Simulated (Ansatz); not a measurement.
bcc Zr (high-temperature phase) was calculated with PBEsol in Ansatz (plane waves, PAW).

Settings: plane-wave cutoff 500 eV, 28×28×28 k mesh, Fermi–Dirac smearing 0.1 eV, scalar-relativistic PAW data made under PBE.

Computed at the level's own relaxed cell.

Task: Give the computed equilibrium volume per atom and equilibrium lattice constant a.

Result: 
- equilibrium volume per atom: 21.88 Å³/atom
- equilibrium lattice constant a: 3.524 Å

The run finds no gap.

Note: symmetry holds this phase in the static calculation, where it need not be a minimum; held by symmetry at 0 K, a high-temperature phase can be a saddle point; the volume lies 8 % below that of the published cell.

Computed values are for the static lattice.

Ansatz is a quantum-chemistry and plane-wave program.
